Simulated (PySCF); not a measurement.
Work out the structure from these simulated measurements.

Elements present: C, F and H. Monoisotopic mass: 64.0125 u.

* Polarisability: 27.2 au [CAM-B3LYP/def2-SVPD]
* UV, first state: lowest singlet excitation: 6.95 eV (178 nm, f = 0.000) [TDDFT CAM-B3LYP/def2-SVPD]
* XPS: C1s 293.4 (×2), F1s 693.7 (×2) eV [ΔSCF SCAN, pcX-2 on the ionised atom, pcseg-1 elsewhere, spin-free X2C]
* Rotational structure: rotational constants A, B, C: 58.447, 4.040, 3.779 GHz [GFN2-xTB]
* UV, strongest line: among the 8 lowest singlet transitions: S2 at 7.51 eV (165 nm, f = 0.302) [TDDFT CAM-B3LYP/def2-SVPD]
* Dipole: 0.00 D by symmetry (numerical residue 0.01 D) [CAM-B3LYP/def2-SVPD]

The electronic properties come from PySCF, for the isolated species, density fitting. Levels stand in brackets. Geometry: GFN2-xTB; no solvent, vibrations or thermal averaging.

**Question.** Which formula fits the mass and the elements?

**Answer.** C2H2F2 (calculated 64.0125). No other formula that holds each of these elements comes within 0.0003 u with a fitting electron parity and a possible valence count.

**Question.** What is the compound? Reason from the data.

**Answer.** Numbering: `[F:1]/[CH:2]=[CH:3]/[F:4]`. Its formula, C2H2F2, gives 1 degree of unsaturation: 0 rings and 1 π bond in the structure found. The core levels belong to: C1s 293.4 eV, vinylic C–F carbon [C2/C3]; F1s 693.7 eV, vinyl fluorine [F1/F4]. The vanishing dipole is forced by symmetry. The optimised geometry has point group C2h and is an asymmetric top. Structure: trans-1,2-difluoroethene (`F/C=C/F`). Computed isomers that give other values at the same levels: `C=C(F)F` (core binding energies: C1s 291.1, C1s 295.9, F1s 694.3 (×2) eV); `F/C=C\F` (rotational constant A: 21.943 GHz; this holds for the one conformer computed). The assignments are read from this structure; whether some other isomer fits the data as well wasn't checked.
